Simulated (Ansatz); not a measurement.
# Lanthanum, dhcp under LDA: how the cold (Marzari-Vanderbilt) smearing moves the result

Aim: find which cold (Marzari-Vanderbilt) smearing width is enough for energy and pressure. The geometry was relaxed under LDA beforehand and stays fixed; 7 values are run, from 0.01 to 1.0 eV. Wanted are the values from which on the energy stays within 10 and 1 meV/atom, and the pressure within 0.5 GPa, of the narrowest run. Within the series other settings stay, but some runs also write fields, which adds to their time. Spin polarisation is left out.

Program: Ansatz 0.2.0. Level of theory: DFT LDA, plane waves with PAW, scalar-relativistic. These are calculated values, not measurements.

1 further run of the same task is left out (for a known fault of the program).

### 1 Starting point

Symmetry: P6_3/mmc, No. 194, hexagonal system. The conventional cell has a = 3.600 Å, b = 3.600 Å, c = 11.552 Å, α = 90.00°, β = 90.00°, γ = 120.00°. La (site symmetry -3m) is surrounded by 12 La at 3.56 to 3.60 Å. La (site symmetry -6m2) has 12 La at 3.56 to 3.60 Å as nearest neighbours.

Structure file:

```xyz
4
Lattice="3.5996 0.0000 0.0000 -1.7998 3.1174 0.0000 0.0000 0.0000 11.5524" Properties=species:S:1:pos:R:3 pbc="T T T"
La   -1.7998    3.1174    0.0000
La    1.7998    3.1174    5.7762
La    0.0000    2.0782    8.6643
La    1.7998    1.0391    2.8881
```

### 2 Width 0.01 eV

The run at 0.01 eV.

Contents of input.yaml:

```yaml
crystal:
  lattice:
    - [3.5996230182, 0.0, 0.0]
    - [-1.7998115091, 3.1173649778, 0.0]
    - [0.0, 0.0, 11.5524372057]
  atoms:
    - { symbol: La, position: [0.0, 1.0, 0.0] }
    - { symbol: La, position: [1.0, 1.0, 0.5] }
    - { symbol: La, position: [0.3333333333, 0.6666666667, 0.75] }
    - { symbol: La, position: [0.6666666667, 0.3333333333, 0.25] }
hamiltonian:
  xc: lda
  pseudopotentials:
    kind: paw
    azcp:
      La: "pseudopotentials/La.paw.azcp"
basis:
  ecutwfc: 420
  fft_grid_basis: typed
kpoints:
  mp_grid: { grid: [10, 10, 3], shift: [0, 0, 0] }
magnetization:
  spin_polarized: false
scf:
  occupations: { method: cold, width: 0.01 }
  lower_state_search: "off"
output:
  stress: true
```

The run is started by

```sh
$ ansatz run input.yaml --threads 2 --pin off --max-ram 5120MiB --backend cpu --events-out ev --progress --plain --runs-dir out
```

### 3 Width 0.03 eV

The run at 0.03 eV.

input.yaml: that of step 2 with these lines changed.

```diff
@@ -24,3 +24,3 @@
 scf:
-  occupations: { method: cold, width: 0.01 }
+  occupations: { method: cold, width: 0.03 }
   lower_state_search: "off"
@@ -28 +28,5 @@
   stress: true
+  write_density: true
+  write_potential: true
+  elf: true
+  volumetric_format: npy
```

### 4 Width 0.1 eV

The run at 0.1 eV.

input.yaml: that of step 3 with these lines changed.

```diff
@@ -24,3 +24,3 @@
 scf:
-  occupations: { method: cold, width: 0.03 }
+  occupations: { method: cold, width: 0.1 }
   lower_state_search: "off"
@@ -28,5 +28 @@
   stress: true
-  write_density: true
-  write_potential: true
-  elf: true
-  volumetric_format: npy
```

### 5 Width 0.2 eV

The run at 0.2 eV.

input.yaml: that of step 4 with these lines changed.

```diff
@@ -24,3 +24,3 @@
 scf:
-  occupations: { method: cold, width: 0.1 }
+  occupations: { method: cold, width: 0.2 }
   lower_state_search: "off"
```

### 6 Width 0.3 eV

The run at 0.3 eV.

input.yaml: that of step 5 with these lines changed.

```diff
@@ -24,3 +24,3 @@
 scf:
-  occupations: { method: cold, width: 0.2 }
+  occupations: { method: cold, width: 0.3 }
   lower_state_search: "off"
```

### 7 Width 0.6 eV

The run at 0.6 eV.

input.yaml: that of step 6 with these lines changed.

```diff
@@ -24,3 +24,3 @@
 scf:
-  occupations: { method: cold, width: 0.3 }
+  occupations: { method: cold, width: 0.6 }
   lower_state_search: "off"
@@ -28 +28,5 @@
   stress: true
+  write_density: true
+  write_potential: true
+  elf: true
+  volumetric_format: npy
```

### 8 Width 1.0 eV

The run at 1.0 eV.

input.yaml: that of step 7 with these lines changed.

```diff
@@ -24,3 +24,3 @@
 scf:
-  occupations: { method: cold, width: 0.6 }
+  occupations: { method: cold, width: 1.0 }
   lower_state_search: "off"
@@ -28,5 +28 @@
   stress: true
-  write_density: true
-  write_potential: true
-  elf: true
-  volumetric_format: npy
```

(Steps that only read results are left out.)

Q: Predict the outcome of this session.

**Answer**, as computed:

```
                                          quantity                       value
      E(σ → 0) stays within 10 meV/atom of 0.01 eV                up to 0.3 eV
                  E(σ → 0) stays within 1 meV/atom                up to 0.1 eV
                     pressure stays within 0.5 GPa                up to 1.0 eV
                               pressure at 0.01 eV                   -0.07 GPa
energy of a separate run on a finer mesh (13×13×4)  -6.2 meV/atom from 0.01 eV
```

What this shows: At 1.0 eV the energy differs by +11.4 meV/atom and the pressure by +0.4 GPa. The free energy F moves by -9.3 meV/atom over the range, and the estimate for σ → 0 by +11.4. This scheme cancels the term in the square of the width, so F moves little up to 0.2 eV. The mesh (10×10×3) is fixed, so the narrowest widths carry a k-point error of their own. The yardstick itself is unsettled by 6.2 meV/atom against the finer mesh, so the thresholds above hold only within this series, and wider smearing, which averages over more states, can land nearer the fine-mesh value than the narrowest does. The cell taken over is 13 % smaller than the measured one (37.42 Å³/atom, COD), which weighs on all values here.
